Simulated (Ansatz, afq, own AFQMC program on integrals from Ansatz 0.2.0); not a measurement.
**CH₆N⁺, singlet: AFQMC among the cluster methods**

| atom | x (Å) | y (Å) | z (Å) |
| --- | --- | --- | --- |
| C | -0.2247 | 0.2924 | -0.6622 |
| N | 0.2176 | -0.2831 | 0.6412 |
| H | -0.0407 | -0.4435 | -1.4539 |
| H | -1.2951 | 0.5222 | -0.6018 |
| H | 0.3474 | 1.2073 | -0.8567 |
| H | 0.0677 | 0.3707 | 1.4218 |
| H | 1.2195 | -0.5192 | 0.6380 |
| H | -0.2916 | -1.1469 | 0.8736 |

Basis def2-TZVP. Only valence electrons are correlated. Integrals, coupled cluster, full CI and functionals: Ansatz 0.2.0; the random walks run on the same integrals in our own AFQMC program. The CISD trial takes its coefficients from CCSD amplitudes. Released means that phaseless walkers are propagated on without the constraint, phases kept. ± is one standard error of the sampling.

Determinant: RHF, the one that the program's search chose, which needn't be the lowest solution. The geometry is a PBE0/def2-SVP stationary point of this or a neighbouring charge and spin state.

No full CI on the walks' own integrals is used here; CCSDT(Q) serves as the reference and is uncertain by about the last step of the cluster series.

The T1 diagnostic is 0.0070 and the weight of the determinant in the CISD state is 0.883. The size of the correlated space is 14 electrons in 96 orbitals.

Reference: CCSDT(Q), correlation energy -11.561 eV. The released energy is read at 1.50 1/Eh (meV from the phaseless value at times in 1/Eh: 0 ± 5 at 0.24, 2 ± 5 at 0.50, -4 ± 6 at 1.00, 4 ± 9 at 1.50).

```csv
level,E − E(reference) (kcal/mol),share of correlation (%)
HF,266.59,0.00
MP2,27.20,89.80
CCSD,8.50,96.81
CCSD(T),0.57,99.78
CCSDT,0.28,99.90
ph-AFQMC/HF,-0.58 ± 0.65,100.22
ph-AFQMC/CISD,0.06 ± 0.11,99.98
released AFQMC,0.16 ± 0.20,99.94
```

Released energies are given only where the last usable release times agree within the noise; a slower fall can still hide under it.
